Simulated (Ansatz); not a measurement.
A run for Ansatz (a quantum-chemistry and plane-wave program): R-SVWN5/def2-TZVPPD on C4H4 (a complex). Files ending in .json are basis or fitting sets from the Basis Set Exchange.

Ansatz 0.2 input:
```yaml
crystal:
  periodic: [false, false, false]
  atoms:
    - {symbol: H, position_ang: [-0.00000000, -1.66786500, -1.75000000]}
    - {symbol: H, position_ang: [0.00000000, 1.66786500, -1.75000000]}
    - {symbol: C, position_ang: [-0.00000000, -0.60339700, -1.75000000]}
    - {symbol: C, position_ang: [0.00000000, 0.60339700, -1.75000000]}
    - {symbol: H, position_ang: [-0.00000000, -1.66786500, 1.75000000]}
    - {symbol: H, position_ang: [0.00000000, 1.66786500, 1.75000000]}
    - {symbol: C, position_ang: [-0.00000000, -0.60339700, 1.75000000]}
    - {symbol: C, position_ang: [0.00000000, 0.60339700, 1.75000000]}
basis:
  gaussian:
    orbitals: def2-TZVPPD.json
hamiltonian:
  xc: {name: SVWN5}
scf: {lower_state_search: off}
```

The head of its log:

```
Functional definition: SVWN5
[...]
these checks for a lower state are left out or cut short: stability, starts, cluster_reference, orbital_swaps, neighbouring_geometries, increment
integrals: 0.08 GiB planned
932 factors; their error is unknown
mean field: 0.82 GiB planned
mean field evaluation 1: about -4157.2780 eV, gradient 7.2e1 eV
mean field evaluation 2: about -4143.6496 eV, gradient 1.0e2 eV
```

**Question.** Give the final energy of this run.

**Answer.** -153.2476 hartree.
